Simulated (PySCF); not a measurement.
Ligands exchanged one at a time, C H-Cl. All species are isolated molecules in the gas phase. Strings in code marks are SMILES.

These are PBE-D3(BJ)/def2-TZVP // B3LYP-D3(BJ)/def2-TZVP in PySCF 2.14.0 values and carry that method's errors. Delta-SCF ions had no search for a lower state. Excitations are Tamm–Dancoff values on a coarser integration grid. The basis has no diffuse functions, so Rydberg states are missing or too high.

```tsv
species	S1 oscillator strength	T1 excitation (TDA) (eV)	LUMO (eV)	vertical ionisation energy (Delta-SCF) (eV)	HOMO–LUMO gap (eV)
0 of 4 H replaced by Cl (`C`)	–	–	–	13.95	10.36
1 of 4 H replaced by Cl	0.004	6.20	-0.39	11.09	6.60
2 of 4 H replaced by Cl	0.000	5.74	-1.26	10.63	6.02
3 of 4 H replaced by Cl (`ClC(Cl)Cl`)	0.000	5.17	-2.03	–	5.41
4 of 4 H replaced by Cl	0.000	–	-2.72	–	4.91
```
